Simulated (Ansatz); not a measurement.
# BCP (triplet): from Hartree-Fock to the top rungs, def2-TZVPP

An exercise on one series of results from a longer session: the logs are not shown, and one member is left open.

Program: Ansatz 0.2.0, Gaussian basis. Level of theory: def2-TZVPP, core rule «outside noble gas», up to 7 orbitals frozen. These are calculated values, not measurements.

To be run: UHF; ROHF; CCSD(T) on UHF.

2 further runs of the same task are left out: 2 set aside as unsound or not needed.

## What is computed

The geometry is a PBE0/def2-TZVP stationary point (not a proven minimum) of the parent state, kept for this charge and spin.

3 atoms, charge 0, spin multiplicity 3.

Atoms are counted from 1 here; the program's logs count them from 0.

Bond lengths: C1–B2 1.398 Å, C1–P3 1.692 Å, B2–P3 1.783 Å. Angles: B2–C1–P3 69.7°, C1–B2–P3 62.9°, C1–P3–B2 47.4°.

The first run:

in.yaml

```yaml
crystal:
  periodic: [false, false, false]
  atoms:
    - {symbol: C, position_ang: [0.000000, -0.660483, 0.884179]}
    - {symbol: B, position_ang: [0.000000, 0.736387, 0.949337]}
    - {symbol: P, position_ang: [0.000000, -0.000911, -0.674212]}
basis:
  gaussian: {orbitals: def2-TZVPP}
magnetization: {spin_polarized: true, initial_magnetization: 2}
hamiltonian: {xc: hf}
output: {orbitals: {seedname: orbitals}}
```

Run with:

```console
$ ansatz run in.yaml --threads 1 --pin off --events-out ev --progress --plain --max-ram 2816MiB --backend cpu
```

Among the steps run: UHF; ROHF; CCSD(T) on UHF.

One of the session's tables, all rows but one given; the rest of the session is left out.

It belongs to the step «Misses and costs». 

```
  method  from UCCSD(T) (meV)
    ROHF             +10461.0
     UHF                    ?
    UMP2              +1286.3
   UCCSD               +663.3
UCCSD(T)                    0
```

**Question.** Estimate the row for UHF.

As computed: from UCCSD(T) (meV): +10223.8. In the column «from UCCSD(T) (meV)» it lies between UMP2 (+1286.3) and ROHF (+10461.0).
